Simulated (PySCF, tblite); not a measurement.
**C3H5N3: geometry, infrared bands, NMR shifts, spin-spin couplings and electronic excitations**

Aim: predict the infrared bands, NMR shifts, spin-spin couplings and electronic excitations of C3H5N3 (`Cn1cncn1`).

Programs: tblite 0.8.0 and PySCF 2.14.0, with density-fitted response routines of our own. Each step states its level of theory. These are calculated values for one molecule in the gas phase, unless marked as measured. Atoms count from 0, in the outputs and in this text.

**1. The starting structure**

11 atoms, charge 0, multiplicity 1; geometry from: force field or distance geometry start.

Bonds of the start (Å): C0–N1 1.44, N1–C2 1.35, C2–N3 1.35, N3–C4 1.36, C4–N5 1.36, N5–N1 1.33, C0–H6 1.11, C0–H7 1.11, C0–H8 1.11, C2–H9 1.09, C4–H10 1.08.

**2. Optimising the geometry with GFN2-xTB**

The job: settings as JSON, then the geometry in Å.

```
{"job": {"kind": "relax", "xc": "GFN2-xTB", "basis": "xTB"}, "charge": 0, "multiplicity": 1}
C     -1.636400    -0.232000    -0.037500
N     -0.203900    -0.078700    -0.016800
C      0.511800     1.057100     0.077300
N      1.832300     0.770600     0.065800
C      1.930600    -0.582600    -0.000300
N      0.669100    -1.080600    -0.059300
H     -2.067000    -0.337300     0.984500
H     -2.158100     0.641600    -0.490000
H     -1.870500    -1.121700    -0.657100
H      0.125200     2.077800     0.136400
H      2.872300    -1.111600    -0.028900
```

The run is started by

```console
$ OMP_NUM_THREADS=1 python probes_run.py task.json out
```

This one command runs all jobs of the session in turn.

**Question.** This job is followed by: GFN2-xTB harmonic vibrations, gas phase; PBE0-D3(BJ)/def2-SVP geometry optimisation, gas phase; GIAO PBE0/pcSseg-1 NMR shielding, non-relativistic, gas phase; B3LYP/pcJ-1 indirect spin-spin coupling, non-relativistic, gas phase; TDDFT PBE0/def2-SVPD, vertical, gas phase, core orbitals frozen in the response; GIAO PBE/pcSseg-2 NMR shielding, non-relativistic, gas phase. What will the session give for the following? strongest single infrared mode (GFN2-xTB); zero-point energy (GFN2-xTB); point group; rotational constants (main isotopes); 13C shifts against TMS (PBE0/pcSseg-1); 1H shifts against TMS (PBE0/pcSseg-1, means over atoms taken as alike); 15N shifts against NH3 (PBE0/pcSseg-1); largest coupling of the table (B3LYP/pcJ-1); lowest singlet (PBE0/def2-SVPD); brightest single state of those computed; lowest triplet; vertical ionisation energy (ΔSCF); range of the shift of N1.

As calculated:

| quantity | value |
| --- | --- |
| strongest single infrared mode (GFN2-xTB) | 1512 cm⁻¹, 130 km/mol |
| zero-point energy (GFN2-xTB) | 53.3 kcal/mol |
| point group | Cs |
| rotational constants (main isotopes) | 9.59, 3.81, 2.78 GHz |
| 13C shifts against TMS (PBE0/pcSseg-1) | 157.1, 146.9, 35.9 ppm |
| 1H shifts against TMS (PBE0/pcSseg-1, means over atoms taken as alike) | 7.82, 7.68, 3.75 ppm |
| 15N shifts against NH3 (PBE0/pcSseg-1) | 335.2, 293.1, 232.7 ppm |
| largest coupling of the table (B3LYP/pcJ-1) | 1J(C,H) C2–H9, 218.0 Hz |
| lowest singlet (PBE0/def2-SVPD) | 6.31 eV (197 nm), f = 0.004 |
| brightest single state of those computed | state 10, 8.22 eV, f = 0.322 |
| lowest triplet | 4.85 eV |
| vertical ionisation energy (ΔSCF) | 9.89 eV |
| range of the shift of N1 | 232.7 to 237.3 ppm |

Over 23 steps the energy fell by 0.342 eV; of the close pairs, C4–N5 changed most, 1.358 to 1.312 Å (GFN2-xTB). All 27 modes are real, so the xTB geometry is a minimum. The strongest single mode, at 1512 cm⁻¹, is spread over several atoms, C4, C2, N3, N5 among them. GFN2-xTB is a fitted tight-binding method: band positions and strengths are rough. Its intensities can rank the bands wrongly. Relaxing lowered the energy by 0.176 eV in 13 steps; the close pair that moved most is C2–N3, from 1.363 to 1.315 Å (PBE0/def2-SVP). NICS(1)zz of -32 ppm above the planar ring from N1 marks a diatropic (aromatic) ring current. Of the pairs tabulated at B3LYP/pcJ-1, C2–H9 couples most strongly (218.0 Hz; Fermi contact 217.1 Hz). The first singlet state (HOMO−1→LUMO 0.99) lies at 6.31 eV and is weak; of the 10 states computed, the strongest absorption comes from state 10 at 8.22 eV (the last computed, so partners may be missing). The lowest triplet lies 1.46 eV below the lowest singlet (triplets in Tamm-Dancoff, singlets in full TDDFT). ΔSCF puts the ionisation energy at 9.89 eV, 2.18 eV above −ε(HOMO). Across the 2 runs the shift of N1 moves most, between 232.7 (PBE0/pcSseg-1) and 237.3 ppm (PBE/pcSseg-2).
